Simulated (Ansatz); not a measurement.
This script drives the Python package of Ansatz (0.2.0).

`ch5al.xyz`
```text
7

C    -0.45310   -0.71900   -0.37430
Al    0.42160    0.95660    0.27470
H    -1.04830   -1.17370    0.44580
H    -1.17330   -0.37880   -1.16000
H     0.24480   -1.37400   -0.84740
H     0.09060    1.45900    1.75880
H     1.97890    1.16190   -0.14330
```

`neb_ch5al.py`
```python
"""Path and barrier for turning a threefold group of CH5Al."""

from dataclasses import dataclass

import ansatz as az
import numpy as np


@dataclass
class RunConfig:
    basis: str = "6-31G*"
    xc: str = "pbe0"


cfg = RunConfig()

system = az.Crystal.molecule_from_extxyz("ch5al.xyz")

base = system.calculation().basis(gaussian=cfg.basis).functional(cfg.xc)
symbols = [site.symbol for site in system.cartesian_sites]
start = np.array([site.position_ang for site in system.cartesian_sites], dtype=float)
rep = base.relax(force_tolerance=0.005, max_steps=100).run().report
end = np.array(rep["positions_ang"])

# a third of a turn moves each of the three like atoms to the place of the next
first, second, third = [2, 3, 4]
turned = end.copy()
turned[[first, second, third]] = end[[second, third, first]]
listed = lambda xyz: [{"symbol": s, "position_ang": p.tolist()} for s, p in zip(symbols, xyz)]
deck = base.input().to_dict()
deck["crystal"]["atoms"] = listed(end)
deck["neb"] = {"final_atoms": listed(turned), "images": 3, "initial_path": "idpp", "f_tol": 0.03, "max_iterations": 40}
rounds = []
band = az.Session.from_dict(deck).plan().execute(on_event=lambda e: rounds.append(e["data"]) if e["event"] == "neb_iteration" else None)
for each in rounds:
    print(f"round {each['iteration']:2d}  largest band force {each['band_force_max_ev_ang']:.4f} eV/A")
images = rounds[-1]["images"]
for image in images:
    print(f"s = {image['path_coordinate_ang']:6.3f} A   {96.485332 * (image['lagrangian_ev'] - images[0]['lagrangian_ev']):8.3f} kJ/mol")
```

It is started by `python neb_ch5al.py`. Estimate its wall time and peak memory on 1 thread of Arm Neoverse V1 (shared host).

It took about 50 s, with a peak of 0.18 GiB, for 2 runs of the engine.

```console
$ python neb_ch5al.py
round  1  largest band force 0.3347 eV/A
round  2  largest band force 0.1659 eV/A
round  3  largest band force 0.0679 eV/A
round  4  largest band force 0.0050 eV/A
s =  0.000 A      0.000 kJ/mol
s =  0.684 A     -0.009 kJ/mol
s =  1.367 A      0.001 kJ/mol
s =  2.050 A     -0.009 kJ/mol
s =  2.734 A      0.000 kJ/mol
```

The energies are electronic: no zero-point or thermal terms, and the basis set is short of its limit.
